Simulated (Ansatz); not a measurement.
The input, for Ansatz 0.2.0:

```yaml
crystal:
  periodic: [false, false, false]
  atoms:
    - {symbol: B, position_ang: [0.000000, 0.000000, -0.913446]}
    - {symbol: N, position_ang: [0.000000, 0.000000, -2.219108]}
    - {symbol: H, position_ang: [0.000000, 0.000000, 3.132554]}
basis:
  gaussian: {orbitals: 6-31G}
magnetization: {spin_polarized: false, initial_magnetization: 1}
correlation: {method: fci, electrons: outside_noble_gas}
```

```sh
$ ansatz run in.yaml --threads 1 --pin off --events-out ev --progress --plain --max-ram 2393MiB
```

The program prints:

```
444 factors; integrals over basis functions are off by at most 1.3e-7 eV
mean field evaluation 1: about -2146.2627 eV, gradient 4.6e1 eV
mean field evaluation 2: about -2146.2670 eV, gradient 4.6e1 eV
mean field evaluation 4: about -2158.4967 eV, gradient 1.2e1 eV
mean field evaluation 8: about -2159.1305 eV, gradient 9.7e-1 eV
mean field evaluation 16: about -2159.1592 eV, gradient 1.7e-6 eV
mean field evaluation 32: about -2159.1592 eV, gradient 1.6e-4 eV
mean field evaluation 64: about -2156.9163 eV, gradient 1.1e1 eV
mean field evaluation 96: about -2159.1527 eV, gradient 1.7e-1 eV
mean field evaluation 128: about -2156.1122 eV, gradient 7.5e0 eV
mean field evaluation 160: about -2151.4418 eV, gradient 2.4e1 eV
mean field -2159.15918290 eV, -79.3476364409 hartree, gradient 6.4e-9 eV, S^2 0.750000; 12 other end points of the search recorded, 0 dependent functions left out
mean field evaluation 192: about -2162.0057 eV, gradient 3.9e-1 eV
determinant -2159.15917280 eV, -79.3476360698 hartree, with singles and doubles -2165.65921932 eV, -79.5865083734 hartree
determinant -2158.41302280 eV, -79.3202155629 hartree, with singles and doubles -2162.20196596 eV, -79.4594566559 hartree
determinant -2156.65854788 eV, -79.2557397989 hartree, with singles and doubles -2164.38562941 eV, -79.5397048074 hartree
unrestricted determinant -2162.02899618 eV, -79.4531001337 hartree, S^2 1.8167
2 core orbitals not correlated: weight in the atoms' cores, before any rotation towards them, 1.000 or more for the frozen orbitals, at most 0.000 for the correlated occupied ones
reference -2159.15917280 eV, -79.3476360698 hartree; 5, 4 occupied and 13, 14 virtual orbitals, 444 factors
state -2166.27868650 eV, -79.6092733723 hartree
Total energy: -2166.27868650 eV, -79.6092733723 hartree
```

Natural occupations: 1.9793 1.8881 1.8881 1.6828 1.0001 0.3063 0.1047 0.1047 0.0162 0.0068 0.0068 0.0062 0.0041 0.0020 0.0020 0.0013 0.0006 0.0000.

Ran on 1 thread of Intel Xeon, shared host: 1.9 min wall, 0.78 GiB peak host memory.
